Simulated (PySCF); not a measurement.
All of these have the formula C3H5NO. Computed with PySCF 2.14.0, density-fitted response routines, TDDFT wB97X-D/def2-SVPD, vertical, gas phase, core orbitals frozen in the response. Geometries: GFN2-xTB; one conformer of each isolated species. Triplets are in the Tamm–Dancoff approximation.

**Question.** Rank by computed lowest singlet excitation energy, lowest first.
A. `CO[C@H]1N=C1`
B. `COC1=NC1`
C. `N(C(=O)C)=C`
D. `[H]/N=C(/C)C=O`

**Answer.** D (3.34 eV), C (4.61 eV), A (4.93 eV), B (6.38 eV).

```json
{"SMILES": "[H]/N=C(/C)C=O", "S1 (eV)": "3.34", "α (au)": "46.6", "HOMO (eV)": "-9.60", "first f ≥ 0.01 (nm)": "195", "f (S1)": "0.001", "S1 mainly": "H→L (92%)"}
{"SMILES": "C=NC(C)=O", "S1 (eV)": "4.61", "α (au)": "48.4", "HOMO (eV)": "-9.34", "first f ≥ 0.01 (nm)": "173", "f (S1)": "0.001", "S1 mainly": "H→L (79%)"}
{"SMILES": "CO[C@@H]1C=N1", "S1 (eV)": "4.93", "α (au)": "44.5", "HOMO (eV)": "-9.54", "first f ≥ 0.01 (nm)": "161", "f (S1)": "0.001", "S1 mainly": "H→L (92%)"}
{"SMILES": "COC1=NC1", "S1 (eV)": "6.38", "α (au)": "45.5", "HOMO (eV)": "-9.59", "first f ≥ 0.01 (nm)": "167", "f (S1)": "0.000", "S1 mainly": "H-1→L+1 (98%)"}
```

H and L stand for HOMO and LUMO.
